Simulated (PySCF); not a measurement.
Gas-phase reaction: Si₂H₆ + C₄H₁₀ (isobutane) = 2 ethylsilane

Computed with PySCF and rigid-rotor harmonic-oscillator thermochemistry at 1 bar. † marks an energy on the PBE0/def2-TZVP geometry and frequencies; other levels use their own. MP2 freezes the core. 6-31G* has spherical d functions here. All species are closed-shell singlets. MP2 isn't extrapolated to the basis-set limit.

```
level               ΔH°(298 K), kJ
------------------  --------------
HF/6-31G*                       -8
MP2/def2-TZVPP†         (withheld)
PBE/def2-TZVP†                  -5
PBE0/def2-SVP†                  -1
ωB97M-V/def2-TZVP†      (withheld)
```

Q: Some entries are withheld; supply them.

A: 
- MP2/def2-TZVPP†, ΔH°(298 K), kJ: -16
- ωB97M-V/def2-TZVP†, ΔH°(298 K), kJ: -18
